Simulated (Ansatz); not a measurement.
# SiH₂O (singlet): the correlation ladder at distance O2–H4 = 1.043 Å, cc-pVDZ

The task here is to estimate one member of a computed series from the others.

The runs use Ansatz 0.2.0, Gaussian basis; cc-pVDZ, core rule «outside noble gas», up to 6 orbitals frozen.

To be run: UHF; CCSD(T) on RHF; CCSD(T) on UHF; BCCD(T) on RHF; CISD; CCSDT(Q) on RHF; CCSDT(Q) on UHF; CCSDTQ on RHF; CASSCF and MRCISD+Q, 2 electrons in 2 orbitals; CASSCF and NEVPT2, 2 electrons in 2 orbitals.

12 further runs of the same task are left out: 12 for a known fault of the program.

### What is computed

The geometry derives from a PBE0/def2-TZVP stationary point (not a proven minimum). One bond is set to the value named and the two fragments are kept rigid.

4 atoms, charge 0, spin multiplicity 1.

Atoms are counted from 1 here; the program's logs count them from 0.

Bond lengths: Si1–O2 1.657 Å, Si1–H3 1.532 Å, O2–H4 1.043 Å. Angles: O2–Si1–H3 94.4°, Si1–O2–H4 114.2°.

Coordinates:

```xyz
4
charge 0, multiplicity 1
Si    0.00000   -0.11708    0.60716
O     0.00000    0.16357   -1.02635
H     0.00000    1.36806    0.98167
H     0.00000   -0.70212   -1.60809
```

Set-up of the first run:

The input, in.yaml:

```yaml
crystal:
  periodic: [false, false, false]
  atoms:
    - {symbol: Si, position_ang: [0.000000, -0.117081, 0.607158]}
    - {symbol: O, position_ang: [0.000000, 0.163573, -1.026348]}
    - {symbol: H, position_ang: [0.000000, 1.368060, 0.981667]}
    - {symbol: H, position_ang: [0.000000, -0.702118, -1.608093]}
basis:
  gaussian: {orbitals: cc-pVDZ}
magnetization: {spin_polarized: true, initial_magnetization: 0}
hamiltonian: {xc: hf}
output: {orbitals: {seedname: orbitals}}
```

Launch:

```
$ ansatz run in.yaml --threads 1 --pin off --events-out ev --progress --plain --max-ram 5120MiB --backend cpu
```

Among the steps run: UHF; CCSD(T) on RHF; CCSD(T) on UHF; BCCD(T) on RHF; CISD; CCSDT(Q) on RHF; CCSDT(Q) on UHF; CCSDTQ on RHF; CASSCF and MRCISD+Q, 2 electrons in 2 orbitals; CASSCF and NEVPT2, 2 electrons in 2 orbitals.

One of the session's tables, all rows but one given; the rest of the session is left out.

It belongs to the step «Misses and costs». 

| method | from RCCSDTQ (kJ/mol) |
| --- | --- |
| RHF | +816.1 |
| UHF | ? |
| RMP2 | +85.3 |
| CISD | +90.6 |
| RCCSD | +23.8 |
| RCCSD(T) | +3.9 |
| BCCD(T) | +3.6 |
| RCCSDT | +2.2 |
| RCCSDT(Q) | -0.3 |
| RCCSDTQ | 0 |
| CASSCF pair | +754.0 |
| NEVPT2 pair | +84.2 |
| MRCISD pair | +79.5 |
| MRCISD+Q pair | +12.4 |

Q: Estimate the row for UHF from the others.

As computed: from RCCSDTQ (kJ/mol): +815.4. In the column «from RCCSDTQ (kJ/mol)» it lies between CASSCF pair (+754.0) and RHF (+816.1).
